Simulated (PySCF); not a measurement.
Species: C₄H₅NS.
Cartesian coordinates in Å at the PBE0-D3(BJ)/def2-SVP level; atoms count from 1:
```xyz
11
C4H5NS angstrom
N      1.7923   -0.1759    0.2551
C      0.4720    0.0767   -0.0131
C     -0.5905   -0.7663    0.4569
C     -1.8274   -0.3264    0.0716
S     -1.7362    1.1061   -0.8604
C     -0.0161    1.1392   -0.7475
H      2.0591   -0.9779    0.7997
H      2.5176    0.4314   -0.0869
H     -0.4289   -1.6630    1.0580
H     -2.7922   -0.7799    0.2940
H      0.5518    1.9353   -1.2255
```

Method used: TDDFT B3LYP/def2-SVPD, vertical, gas phase, core orbitals frozen in the response (PySCF).

Frontier orbitals with the atoms that hold most of them (Löwdin shares over 4%, at most four atoms; ? is withheld):

```
orbital  ε (eV)                           atoms
 HOMO-3   -9.36   S5 62%, C4 11%, C6 10%, C3 8%
 HOMO-2   -8.70  N1 33%, S5 24%, C4 14%, C2 12%
 HOMO-1   -6.59  C3 28%, S5 22%, C4 22%, C6 16%
   HOMO       ?                               ?
   LUMO   -0.30                               ?
 LUMO+1    0.24  S5 29%, H7 16%, N1 13%, H8 12%
 LUMO+2    0.69    S5 48%, H10 9%, C4 8%, C3 7%
```

(1) Give the leading atoms of the LUMO.

(2) Which atoms hold the HOMO, and with what shares?

(3) What is the HOMO energy, and the HOMO–LUMO gap?

Answers

(1) C4 (bonded to C, S and H) 27%; S5 (bonded to 2 C) 21%; C3 (bonded to 2 C and H) 17%; C6 (bonded to C, S and H) 15%. By element: carbon 59% or more, sulfur 21%.

(2) N1 (bonded to C and 2 H) 26%; C6 (bonded to C, S and H) 22%; S5 (bonded to 2 C) 17%; C2 (bonded to 2 C and N) 15%. By element: carbon 37% or more, nitrogen 26%, sulfur 17%.

(3) ε(HOMO) = -5.40 eV; the gap is 5.09 eV (0.1872 hartree).

Question: How does S1 compare with the orbital gap of 5.09 eV?

Answer: S1 is at 4.62 eV (f = 0.071), 0.47 eV below the gap, made of HOMO→LUMO (95%). Without the coupling terms of the response equations the lowest excitation would equal the gap.

Question: One configuration dominates each of S1, S2, S6 and S7. Which, and how do the shares of the two leading atoms of either orbital change from the occupied to the empty one?

Answer: 
- S1 (4.62 eV, f 0.071), HOMO→LUMO (95%): N1 26% → at most 16%, C6 22% → 15%, C4 at most 16% → 27%, S5 17% → 21%
- S2 (4.66 eV, f 0.0003), HOMO→LUMO+1 (99%): N1 26% → 13%, C6 22% → at most 12%, S5 17% → 29%, H7 at most 16% → 16%
- S6 (5.87 eV, f 0.042), HOMO-1→LUMO (75%): C3 28% → 17%, S5 22% → 21%, C4 22% → 27%
- S7 (5.90 eV, f 0.0012), HOMO-1→LUMO+1 (86%): C3 28% → at most 12%, S5 22% → 29%, H7 at most 13% → 16%
